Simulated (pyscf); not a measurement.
Four-centre exchange: HO–Ti(OH)(Cl)–Cl + water (H₂O) → HO–Ti(OH)(OH)–Cl + hydrogen chloride (HCl)

Gas phase, singlet surface, charge 0. Bonds broken: Ti2–Cl4, O8–H9. Bonds formed: Ti2–O8, Cl4–H9. Single points on ωB97X-D3(BJ)/def2-SVP structures (PySCF, gas phase).

Transition state (Å):

```xyz
10

O      0.9436     0.2108     1.3037
Ti    -0.4973    -0.5286     0.6282
O      0.1749    -1.9553    -0.1422
Cl    -2.8071    -0.9453    -0.7190
Cl    -1.5716    -0.9271     2.5169
H      1.1273     0.5808     2.1748
H      1.0730    -2.2922    -0.0355
O     -0.9673     0.9137    -0.5591
H     -1.9943     0.2525    -0.9748
H     -0.3798     1.5163    -1.0292
```

One imaginary mode, 703i cm⁻¹; descent along it reached the two sides named, in the forms told below.

```tsv
bond	change	reactant side (Å)	saddle	product side
Ti2–Cl4	breaks	2.249	2.7	3.6
O8–H9	breaks	0.969	1.290	1.876
Ti2–O8	forms	2.247	1.926	1.804
Cl4–H9	forms	2.544	1.470	1.296
```

Electronic energies relative to the separated reactants (kJ/mol):

```tsv
level	barrier	reaction energy	reverse barrier
ωB97X-D3(BJ)/def2-TZVP	44.2	+31.7	12.6
PBE/def2-TZVP	38.8	+25.0	13.9
r²SCAN/def2-TZVP	35.0	+26.2	8.8
B3LYP-D3(BJ)/def2-TZVP	44.2	+25.9	18.3
PBE0-D3(BJ)/def2-TZVP	40.2	+28.2	12.0
M06-2X/def2-TZVP	36.5	+24.4	12.1
ωB97M-D3(BJ)/def2-TZVP	46.6	+21.3	25.2
HF/def2-TZVP	98.3	+18.7	79.6
```

With ωB97M-D3(BJ)/def2-TZVP energies and thermal terms (ideal gas, 1 atm, RRHO with modes under 100 cm⁻¹ raised to 100, one conformer, R ln 2 for chiral ones without a mode under 150 cm⁻¹), in kJ/mol:

```json
[
 {"T (K)": "298", "ΔH‡": "36.1", "ΔG‡": "84.2", "ΔH": "+13.6", "ΔG": "+17.3"},
 {"T (K)": "600", "ΔH‡": "37.3", "ΔG‡": "132.8", "ΔH": "+15.5", "ΔG": "+20.4"},
 {"T (K)": "900", "ΔH‡": "40.8", "ΔG‡": "179.8", "ΔH": "+17.7", "ΔG": "+22.4"},
 {"T (K)": "1200", "ΔH‡": "44.7", "ΔG‡": "225.5", "ΔH": "+19.9", "ΔG": "+23.6"}
]
```

On the reactant side the descent ends in an adduct with a O–Ti contact (not fully relaxed), 49.4 kJ/mol under the separated species and 93.6 kJ/mol under the saddle at ωB97X-D3(BJ)/def2-TZVP. What is counted as formed (O–Ti) is already present as a longer contact in the reactant adduct; forming that adduct is a step of its own. One saddle was located; it need not be the lowest between these sides.
